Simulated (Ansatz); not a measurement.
**Arsenic, grey arsenic (A7): convergence with Gaussian smearing**

Computed with Ansatz, LDA, scalar-relativistic PAW, on the relaxed cell (a = 3.760 Å, c = 9.983 Å (c/a = 2.655); spin not included). Errors count from a run at 420 eV on a Γ-centred 17×17×17 mesh with Fermi-Dirac smearing of 0.1 eV, extrapolated to zero width. Fixed here: cutoff 420 eV, mesh 10×10×10. The SCF starts from atomic densities corrected by a trained network.

```csv
width (eV),E(σ→0) error (meV/atom),F error (meV/atom),P (GPa),SCF iterations
0.01,-4.3,-4.3,0.00,6
0.03,-4.3,-4.3,0.01,6
0.1,-4.3,-4.5,0.01,6
0.2,-4.3,-5.1,0.02,7
0.3,-4.0,-6.1,0.01,7
0.6,1.0,-15.5,0.01,7
1.0,16.3,-53.9,0.29,6
```
